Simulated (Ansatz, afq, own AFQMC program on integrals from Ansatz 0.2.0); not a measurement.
**Atomization energy of BNH$_{3}$, doublet**

```yaml
atoms:
  - { symbol: B, position_ang: [0.0000, -0.1798, 0.7865] }
  - { symbol: N, position_ang: [0.0000, 0.0674, -0.5650] }
  - { symbol: H, position_ang: [0.0000, 0.6578, 1.6392] }
  - { symbol: H, position_ang: [0.0000, 0.9957, -0.9652] }
  - { symbol: H, position_ang: [0.0000, -0.6620, -1.2589] }
```

Connectivity, by distances: BH–NH2.

Atoms in their ground-state spins without spin–orbit coupling (mostly on UHF) minus the molecule (UHF), without zero-point energy. The geometry is a stationary point, not shown to be a minimum.

Basis cc-pVTZ. Only valence electrons are correlated. Ansatz 0.2.0 and our own AFQMC program on the same integrals; the CISD trial comes from CCSD amplitudes, and released means the phaseless constraint is let go. ± is one standard error of the sampling. The errors of all members are added in quadrature.

No full CI on the walks' own integrals is used here. The released AFQMC energy serves as the reference, which it does only where one determinant dominates, the energy is flat over the last release times and near the phaseless one (40 meV or 2 meV an electron, half that with transition metals). On small molecules, where full CI could be run and the noise was under 10 meV, such values lay within 10 meV of it in 19 cases of 20, a flattering rate, since the rule was set on those same cases; what remains of the bias isn't in the error bar. Each member takes its own surest rung, up to full CI.

The best estimate is CCSD(T) at the basis-set limit (CBS: def2-TZVPP and def2-QZVPP, with their diffuse functions for anions and beside diffuse sets, CCSD(T) itself extrapolated) plus the step from CCSD(T) to AFQMC with the constraint released in cc-pVTZ. Rows without CBS are in cc-pVTZ; B2PLYP and the wave-function rows carry a basis error of their own. Core correlation and relativity beyond core potentials are missing, and ± holds the sampling alone.

Cautions: BNH₃ (doublet): the released value is read at 2.40 1/Eh (meV from the phaseless value at times in 1/Eh: -8 ± 4 at 0.24, -5 ± 4 at 0.51, -14 ± 3 at 0.99, 3 ± 8 at 1.62, -3 ± 7 at 2.40); other spins of the molecule weren't checked.

Best estimate: 388.3 ± 0.2 kcal/mol.

```tsv
level	atomization energy (kcal/mol)	error against the best estimate (kcal/mol)
HF	284.5	-103.8 ± 0.2
MP2	382.4	-5.8 ± 0.2
CCSD	372.0	-16.3 ± 0.2
CCSD(T)	377.0	-11.3 ± 0.2
ph-AFQMC/CISD	377.1 ± 0.1	-11.1 ± 0.2
released AFQMC	377.1 ± 0.2	-11.2
HF/CBS	285.7	-102.5 ± 0.2
MP2/CBS	394.0	5.7 ± 0.2
CCSD(T)/CBS	388.2	0.0 ± 0.2
PBE	401.7	13.4 ± 0.2
r2SCAN	395.3	7.1 ± 0.2
PBE0	393.6	5.3 ± 0.2
B3LYP	395.6	7.3 ± 0.2
wB97M-V	392.6	4.4 ± 0.2
B2PLYP	390.4	2.1 ± 0.2
```

Correlation beyond CCSD(T) changes it by less than twice the noise. Going to the basis-set limit adds 11.2 kcal/mol at CCSD(T). The perturbative (T) step is worth +5.0 kcal/mol. The functionals spread over 11.3 kcal/mol; B2PLYP comes nearest and PBE is 13.4 kcal/mol too high.

Best estimates are given only where the step beyond CCSD(T) is under 0.3 eV and no member's determinant is very poor (T1 over 0.05, or 0.07 for open shells, ⟨S²⟩ too high by 0.3, two states mixed), so the hardest cases are missing from such tables.

The functionals ran in a triple-zeta set and keep a basis error of their own, a few kJ/mol for each bond in atomization energies and more for double hybrids, so close places among them and the extrapolated levels can swap.

Each member of a difference takes its own highest rung, so a best estimate needn't equal the limit plus the step of one row. A walk keeps the symmetry of its determinant, which the program's search chose and which needn't be the lowest solution, so a lower state of the same spin and another symmetry isn't excluded. Released energies are given only where the last usable release times agree within the noise; a slower fall can still hide under it.
